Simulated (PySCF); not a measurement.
Below is a simulated gas-phase C 1s photoelectron spectrum of `OCCN` (ethanolamine).

Every computed line was given a Gaussian of 0.6 eV full width at half maximum and an area set by the number of equivalent atoms; the highest printed point is 100. Computed with delta-SCF UKS SCAN, pcX-2 on the ionised atom, pcseg-1 elsewhere, spin-free X2C (PySCF 2.14.0).

```json
{"binding energy (eV)": "290.8", "intensity": "0"}
{"binding energy (eV)": "290.9", "intensity": "0"}
{"binding energy (eV)": "291.0", "intensity": "1"}
{"binding energy (eV)": "291.1", "intensity": "4"}
{"binding energy (eV)": "291.2", "intensity": "10"}
{"binding energy (eV)": "291.3", "intensity": "20"}
{"binding energy (eV)": "291.4", "intensity": "35"}
{"binding energy (eV)": "291.5", "intensity": "54"}
{"binding energy (eV)": "291.6", "intensity": "75"}
{"binding energy (eV)": "291.7", "intensity": "92"}
{"binding energy (eV)": "291.8", "intensity": "100"}
{"binding energy (eV)": "291.9", "intensity": "98"}
{"binding energy (eV)": "292.0", "intensity": "86"}
{"binding energy (eV)": "292.1", "intensity": "67"}
{"binding energy (eV)": "292.2", "intensity": "46"}
{"binding energy (eV)": "292.3", "intensity": "28"}
{"binding energy (eV)": "292.4", "intensity": "15"}
{"binding energy (eV)": "292.5", "intensity": "7"}
{"binding energy (eV)": "292.6", "intensity": "3"}
{"binding energy (eV)": "292.7", "intensity": "1"}
{"binding energy (eV)": "292.8", "intensity": "0"}
```

Question: How many maxima does the curve show, and how many computed lines lie under it?

Answer: The curve has 1 maximum (at 291.8 eV). Under it lie 2 lines from 2 inequivalent carbon sites. At this width some lines have no maximum of their own.

Question: Decompose the envelope and assign each component. Numbering: `[NH2:1][CH2:2][CH2:3][OH:4]`.

Answer: 
| position (eV) | relative area | line | atoms | environment |
| --- | --- | --- | --- | --- |
| 291.69 | 1 | C 1s | C2 | sp3 carbon bound to nitrogen |
| 291.97 | 1 | C 1s | C3 | carbinol carbon (C–OH) |

Question: What are the centre and the root-mean-square width of the whole band?

Answer: The area-weighted mean of the lines is 291.83 eV. Their own spread about it is 0.14 eV (rms) and each Gaussian has σ = 0.6/2.355 = 0.25 eV; the variances add, which gives 0.29 eV.

Question: Above which line width would these two lines show one maximum?

Answer: Two equal Gaussians merge once their distance is under 2σ = FWHM/1.177. With 0.28 eV between them that is a full width over 0.33 eV.

Lowest listed C 1s: C2, bonded to N, C and 2 H. Highest, 0.28 eV above it: C3, bonded to O, C and 2 H.

Shake-up satellites, vibrational structure and lifetime widths aren't simulated. Geometry: PBE0-D3(BJ)/def2-SVP, one conformer, isolated molecule.

Shape of the structure used: `[NH2:1][CH2:2][CH2:3][OH:4]`: N1–C2–C3–O4 51°, H–N1–C2–C3 -161°, H–N1–C2–C3 79°, H–O4–C3–C2 -35°.
